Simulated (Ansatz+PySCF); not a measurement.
singlet CO: levels of theory in one basis

```
atom   x (Å)   y (Å)    z (Å)
   C  0.0000  0.0000  -0.9669
   O  0.0000  0.0000   0.7252
```

Basis set: 6-31G (spherical functions). Frozen core: 2 orbitals. Charge 0, multiplicity 1.

Computed with Ansatz (development build ahead of 0.2.0); each method stands on the lowest determinant of its kind that the runs found. NEVPT2 correlates all electrons. Active spaces start from the frontier orbitals, and the lowest solution found is given.

```json
{"method": "RHF", "E − E(RHF) (eV)": "0.00", "<S²> of the determinant": "0.00"}
{"method": "UHF", "E − E(RHF) (eV)": "-2.01", "<S²> of the determinant": "1.09"}
{"method": "RHF-MP2", "E − E(RHF) (eV)": "-7.46", "<S²> of the determinant": "–"}
{"method": "RHF-CCSD", "E − E(RHF) (eV)": "-7.57", "<S²> of the determinant": "–"}
{"method": "RHF-CCSD(T)", "E − E(RHF) (eV)": "-8.50", "<S²> of the determinant": "–"}
{"method": "UHF-CCSD(T)", "E − E(RHF) (eV)": "-8.35", "<S²> of the determinant": "1.09"}
{"method": "RHF-CCSDT(Q)", "E − E(RHF) (eV)": "-8.88", "<S²> of the determinant": "–"}
{"method": "UHF-CCSDT(Q)", "E − E(RHF) (eV)": "-8.85", "<S²> of the determinant": "1.09"}
{"method": "full CI (lowest root of this spin)", "E − E(RHF) (eV)": "-8.57", "<S²> of the determinant": "–"}
{"method": "CASSCF(10,8)", "E − E(RHF) (eV)": "-6.20", "<S²> of the determinant": "–"}
{"method": "SC-NEVPT2(10,8)", "E − E(RHF) (eV)": "-8.07", "<S²> of the determinant": "–"}
```

(1) What does UHF-MP2 give on the same scale?

(2) Is a single determinant a sound starting point here?

Results:

(1) -5.89 eV.

Unrestricted totals that lie under full CI have fallen onto a higher spin multiplicity. At such a shape the full CI root can have another spatial symmetry than the determinants, so the rows needn't describe one state.

(2) It is doubtful. Unrestricted orbitals lower Hartree–Fock by 2.01 eV and <S²> is 1.09 where a pure state has 0.00, a sign of strong static correlation. The CASSCF(10,8) natural occupations are 2.00, 1.97, 1.90, 1.86, 1.86, 0.16, 0.16, 0.10.

Caution: another spin multiplicity may lie lower. Caution for RHF, RHF-MP2, RHF-CCSD, RHF-CCSD(T), RHF-CCSDT(Q): an unrestricted determinant lies well below. Caution for UHF, UHF-MP2, UHF-CCSD(T), UHF-CCSDT(Q): the unrestricted determinant is a mixture of spin states. Caution for RHF-MP2, RHF-CCSD, RHF-CCSD(T), RHF-CCSDT(Q): large share of triples, a single reference is doubtful. Caution for UHF-MP2, UHF-CCSD(T), UHF-CCSDT(Q): large amplitudes, a single reference is doubtful; a plain start can end on a higher determinant. Caution for UHF-MP2, UHF-CCSD(T): another reference gives a lower total. Caution for UHF-CCSD(T): the program doubts this total.
